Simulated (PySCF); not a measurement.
**Spin states of C₂⁺**

Unrestricted PBE0; PySCF, no relativity, basis sets C def2-TZVPPD. Outer shells of the fragments: C+ 2s2 2p1; C 2s2 2p2.

Followed along the bond (rough minima from three points):

```tsv
2Ms+1	unpaired	⟨S²⟩ at the start	R at minimum (Å)	Te (eV)
4	σ ↑, π ↑↑	3.75	1.41	0.00
2	σ ↓, π ↑↑	1.78	1.41	0.50
2	σ ↑, π ↑↓	1.76	1.41	0.57
2	σ ↑	0.76	1.43	1.67
```

Solutions found at the starting distance of 1.520 Å, counted from the lowest of them; the search is not exhaustive and high or unbound solutions are not listed, so other states can lie among these:

```
2Ms+1   unpaired   term  E (eV)  ⟨S²⟩  ⟨Lz²⟩
    4  σ ↑, π ↑↑    ⁴Σ⁻    0.00  3.75   0.00
    2  σ ↓, π ↑↑  mixed    0.48  1.78   0.00
    2  σ ↑, π ↑↓  mixed    0.54  1.76   2.01
    2        σ ↑  mixed    1.59  0.76   2.00
    2        π ↑  mixed    1.70  1.65   1.04
    2        π ↑     ²Π    1.74  0.75   1.00
    4  σ ↑↑, π ↑     ⁴Π    2.83  3.75   1.00
    4  σ ↑, π ↑↑  mixed    4.17  3.76   2.01
    4      π ↑↑↑     ⁴Π    4.44  3.76   1.00
```

A term symbol is given only where ⟨S²⟩ and ⟨Lz²⟩ are close to those of a pure state; real π, δ and φ orbitals otherwise mix terms, and g/u labels are left off.
